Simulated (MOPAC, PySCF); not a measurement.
C2H2O, SMILES `C=C=O`, neutral singlet in the gas phase. 

Cartesian coordinates (Å):
```xyz
5

C     -0.5241     0.0050     0.0876
C      0.7414    -0.0071     0.4196
O      1.8628    -0.0178     0.7138
H     -1.0189    -0.9204    -0.1626
H     -1.0613     0.9403     0.0672
```
Charge 0, spin multiplicity 1.

All levels are single points at this geometry (B3LYP-D3(BJ)/def2-TZVP); Pople sets use spherical d functions. Orbital energies aren't observables, and empty levels follow the basis.

| level | HOMO (eV) | LUMO (eV) | gap (eV) | dipole (D) | vertical IE, Delta-SCF (eV) |
|---|---|---|---|---|---|
| B3LYP-D3(BJ)/def2-TZVP in PySCF | -6.91 | -1.23 | 5.68 | 1.47 | – |
| PBE-D3(BJ)/def2-TZVP in PySCF | -5.87 | -2.09 | 3.78 | 1.35 | – |
| B3LYP/3-21G in PySCF | -6.41 | -0.80 | 5.61 | 1.32 | – |
| B3LYP/6-311+G** in PySCF | -6.95 | -1.31 | 5.65 | 1.54 | – |
| B3LYP/6-31G* in PySCF | -6.51 | -0.86 | 5.65 | 1.42 | 9.58 |
| M06-2X/6-31G* in PySCF | -8.03 | 0.48 | 8.52 | 1.48 | – |
| HF/3-21G in PySCF | -9.72 | 3.73 | 13.45 | 1.75 | – |
| HF/STO-3G in PySCF | -7.42 | 7.27 | 14.69 | 0.69 | – |
| PM3 in MOPAC | -9.41 | 0.46 | 9.87 | 0.87 | – |
